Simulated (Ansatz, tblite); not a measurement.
# The cluster LaF3: a ladder of methods and basis sets

How do method and basis change the picture of the cluster LaF3 (singlet)?

Program: Ansatz 0.2.0, Gaussian basis. Level of theory: as each input shows. These are calculated values, not measurements.

Plan: GFN1-xTB, GFN2-xTB, PBE-D4/def2-TZVP, r2SCAN-D4/def2-TZVP, B3LYP-D4/def2-TZVP, r2SCAN0-D4/def2-TZVP, LDA/def2-TZVP, HSE06-D4/def2-TZVP, ωB97X-V/def2-TZVP, PBE-D4/def2-SVP, PBE0-D4/def2-SVP, PBE0-D4/def2-TZVPD, PBE-D4/def2-TZVPD, r2SCAN-D4/def2-TZVPD, CCSD(T)/def2-TZVPP, MP2/def2-TZVP, RPA/def2-TZVP.

1 further run of the same task is left out (set aside as unsound or not needed).

### 1 The relaxed structure

The geometry is that of the singlet, from an earlier relaxation (r2SCAN-D4/def2-TZVP). At that level it is the lowest of the isomers that a small search found.

4 atoms, charge 0, spin multiplicity 1.

Bond lengths: La1–F2 2.150 Å, La1–F3 2.150 Å, La1–F4 2.150 Å. Angles: F2–La1–F3 113.6°, F2–La1–F4 113.6°, F3–La1–F4 113.6°.

La takes a core potential in the def2 sets. No spin-orbit coupling is included.

PBE0-D4/def2-TZVP was run before; its log isn't repeated, and its numbers join the tables.

### 2 GFN1-xTB

Tight binding, by tblite at 300 K electronic temperature and without a spin-polarisation term:

```python
tblite.interface.Calculator('GFN1-xTB', numbers, positions, charge=0, uhf=0).singlepoint()
```

Energy -441.9186 eV, HOMO -13.61 eV, LUMO -12.38 eV; 0.007 s.

### 3 GFN2-xTB

Tight binding, by tblite at 300 K electronic temperature and without a spin-polarisation term:

```python
tblite.interface.Calculator('GFN2-xTB', numbers, positions, charge=0, uhf=0).singlepoint()
```

Energy -423.7280 eV, HOMO -13.96 eV, LUMO -11.39 eV; 0.002 s.

### 4 PBE-D4/def2-TZVP

start.molden holds the orbitals of an earlier run on this state, given as this run's starting guess.

Input file in.yaml:

```yaml
crystal:
  periodic: [false, false, false]
  atoms:
    - {symbol: La, position_ang: [-0.269483, 0.310289, -0.061550]}
    - {symbol: F, position_ang: [-0.293057, -0.031296, 2.060768]}
    - {symbol: F, position_ang: [-1.047306, -1.334429, -1.206704]}
    - {symbol: F, position_ang: [1.609857, 1.055436, -0.792514]}
basis:
  gaussian: {orbitals: def2-TZVP, initial_orbitals: start.molden}
hamiltonian: {xc: pbe, dispersion: d4}
scf: {omitted_lower_state_checks: [starts]}
output: {orbitals: {seedname: orbitals}}
```

Started as:

```bash
> ansatz run in.yaml --threads 4 --pin off --events-out ev --progress --plain --max-ram 3916MiB
```

The runs that follow: r2SCAN-D4/def2-TZVP; B3LYP-D4/def2-TZVP; r2SCAN0-D4/def2-TZVP; LDA/def2-TZVP; HSE06-D4/def2-TZVP; ωB97X-V/def2-TZVP; PBE-D4/def2-SVP; PBE0-D4/def2-SVP; PBE0-D4/def2-TZVPD; PBE-D4/def2-TZVPD; r2SCAN-D4/def2-TZVPD; CCSD(T)/def2-TZVPP; MP2/def2-TZVP; RPA/def2-TZVP.

Q: Predict the results of all the runs planned. Wanted: gap in def2-TZVP, named functionals, smallest and largest; correlation energy, CCSD(T)/def2-TZVPP; correlation energy, MP2/def2-TZVP; PBE0 total energy, smallest basis above largest.

**Answer**, as computed:

| quantity | value |
| --- | --- |
| gap in def2-TZVP, named functionals, smallest and largest | 5.24 eV (PBE-D4), 11.79 eV (ωB97X-V) |
| correlation energy, CCSD(T)/def2-TZVPP | -28.13 eV |
| correlation energy, MP2/def2-TZVP | -26.65 eV |
| PBE0 total energy, smallest basis above largest | 10.16 eV (def2-SVP, def2-TZVPD) |

In words: Over the named functionals in def2-TZVP the gap runs from 5.24 eV (PBE-D4) to 11.79 eV (ωB97X-V); exact exchange widens it.
